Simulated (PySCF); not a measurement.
# AlCl₂⁺: fields on a plane

Level of theory: PBE0/[Al def2-TZVP, Cl def2-TZVP], no relativity, density fitting, PySCF.

The singlet minimum has Al–Cl 1.996 Å (×2); Cl–Al–Cl 180.0°.

The plane holds Al1 at (0.00, 0.00), Cl2 at (2.00, 0.00), Cl3 at (-2.00, 0.00) Å. Columns run from x = -4.05 to 4.35 Å, rows from y = 2.25 (top) to -1.95 Å, in steps of 0.3 Å. Other isomers or separated fragments may lie lower.

Problem. Give the electron density (e/Å³) (cut at 5 e/Å³). Lower edges of the bins (e/Å³): '_' 0.000, '.' 0.030, ':' 0.076, '-' 0.151, '=' 0.268, '+' 0.455, '*' 0.750, '#' 1.218, '%' 1.960, '@' 3.136; top 5.00, each point printed twice.

Solution. 
```
__________________________________________________________
__________________________________________________________
____________........________________........______________
________....::::::::................::::::::....__________
______..::--======----::::....::::----======--::..________
______::--++**##**++==------------==++**##**++--::________
____..--++##%%%%####++==++@@@@++==++####%%%%##++--..______
____..--**##@@@@@@##**++@@@@@@@@++**##@@@@@@##**--..______
____..--**##@@@@@@##**++@@@@@@@@++**##@@@@@@##**--..______
____..--++##%%%%####++==++@@@@++==++####%%%%##++--..______
______::--++**##**++==------------==++**##**++--::________
______..::--======----::::....::::----======--::..________
________....::::::::................::::::::....__________
____________........________________........______________
__________________________________________________________
```

Problem. Give the electrostatic potential (V) (cut at 20 V). Every second row and column.

Solution. 
```
 3.2  3.5  3.9  4.3  4.9  5.6  6.4  6.6  6.0  5.2  4.6  4.1  3.7  3.4  3.0
 3.5  4.0  4.6  5.2  5.8  7.1  9.2  9.8  8.1  6.3  5.5  4.9  4.3  3.7  3.3
 3.8  4.7  6.7 10.7 10.6 10.2 16.7 19.5 12.9  9.5 11.6  8.6  5.5  4.2  3.5
 4.1  5.9 15.2 20.0 20.0 18.6 20.0 20.0 20.0 20.0 20.0 20.0  8.3  4.8  3.7
 4.2  6.3 20.0 20.0 20.0 20.0 20.0 20.0 20.0 20.0 20.0 20.0  9.7  4.9  3.8
 4.0  5.3  9.8 20.0 20.0 13.5 20.0 20.0 17.7 15.4 20.0 16.3  6.7  4.5  3.6
 3.6  4.3  5.3  6.5  7.0  8.3 11.8 13.1  9.9  7.3  6.8  5.9  4.7  4.0  3.4
 3.3  3.8  4.2  4.7  5.3  6.3  7.5  7.8  6.9  5.7  4.9  4.4  4.0  3.5  3.1
```
